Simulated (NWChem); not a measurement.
Species: formamide (CH3NO); SMILES O=CN

```xyz
6

N     -0.1774     1.0773     0.0000
C      0.3851    -0.1549     0.0000
O     -0.2212    -1.1978     0.0000
H     -1.1870     1.1589     0.0000
H      0.3853     1.9157     0.0000
H      1.5029    -0.1038     0.0000
```
Atoms are numbered in this order, from 1.

Results from NWChem. Geometry: optimised at PBE0/def2-SVP.

Q: Order these by “orbital gap (eV)”, lowest first: PBE/def2-TZVP; PBE/def2-TZVPD; PBE/STO-3G.

A: PBE/STO-3G (5.14), PBE/def2-TZVPD (5.30), PBE/def2-TZVP (5.41)
